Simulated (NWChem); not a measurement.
# AlF3; SMILES [F][Al]([F])[F]

Results from NWChem. The geometry was optimised at PBE-D3(BJ)/def2-SVP.

### Question
Taking PBE/def2-QZVP as the yardstick, which of these has the fewest basis functions while keeping “highest occupied level (eV)” within 0.2 eV of it: PBE/def2-TZVP; PBE/STO-3G; PBE/def2-SVPD; PBE/def2-TZVPP; PBE/def2-SVP; PBE/def2-TZVPD?

### Answer
PBE/def2-SVPD.
| level | basis functions | highest occupied level (eV) |
|---|---|---|
| PBE/STO-3G | 24 | -2.11 |
| PBE/def2-SVP | 60 | -9.14 |
| PBE/def2-SVPD | 93 | -9.80 |
| PBE/def2-TZVP | 130 | -9.60 |
| PBE/def2-TZVPP | 135 | -9.60 |
| PBE/def2-TZVPD | 163 | -9.68 |
| PBE/def2-QZVP | 241 | -9.67 |

The yardstick is one finite set, not the basis-set limit.
